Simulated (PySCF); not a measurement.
Relaxed structures of CH4BNa, closed shell (PBE0-D4/def2-TZVP; forces vanish, vibrations not checked; lower isomers may exist, and structures with a doubtful reference or unclear bonds are left out; Å). PySCF 2.14 with density fitting (its default auxiliary sets; JK sets also for MP2 and CCSD(T)); basis: def2-TZVPP; cores frozen in the correlated methods. The outer core shell of Li, Na, Mg and K is correlated. The def2 sets are not built for correlating such inner shells, so the correlated values are less sure here.

Problem. Rank them by CCSD(T) energy, lowest first, and give each one's height above the lowest. Links in brackets join atoms within 1.22 times the sum of their covalent radii (1.1 for two metals). (Judge from chemistry; the value comes from the calculation.)
A.
CH₄BNa ([BH2]1[CH2][Na]1)
```
7
angstrom
C 0.1598 0.4431 -0.0806
B 1.0896 -0.1792 0.8641
Na 2.3447 0.8856 -1.0343
H -0.2164 1.4621 0.0375
H -0.3810 -0.1191 -0.8440
H 1.6371 0.4773 1.7294
H 1.4414 -1.3343 0.7419
```
B.
CH₄BNa ([CH3][B][NaH])
```
7
angstrom
C -0.9265 0.2423 -0.3064
B 0.5435 0.3295 0.0363
Na 3.2556 0.5645 0.5782
H -1.3785 1.2426 -0.2885
H -1.0550 -0.1857 -1.3093
H -1.4480 -0.3950 0.4197
H 5.1473 0.8066 0.8642
```
C.
CH₄BNa ([CH3][BH][Na])
```
7
angstrom
C -0.7391 0.2082 -0.2180
B 0.6019 -0.3867 0.3253
Na 2.7954 0.7817 0.6874
H -0.8451 1.2941 -0.2269
H -0.7327 -0.1173 -1.2751
H -1.6417 -0.2434 0.2135
H 0.5520 -1.5841 0.5152
```

Solution. The calculation gives: A (0.00 kcal/mol), C (34.48 kcal/mol), B (84.28 kcal/mol). Heights count from the lowest.

The T1 diagnostic stays at or below 0.012. The restricted Hartree–Fock reference is unstable towards an unrestricted one at one or more of these structures.

For scale, one of the runs: CCSD(T)/def2-TZVPP, 150 basis functions, launched by `OMP_NUM_THREADS=2 python run.py`. The run took 3.5 min on 2 CPU threads of an Arm Neoverse V1 (shared host), with 1.1 GiB of host memory at its peak.
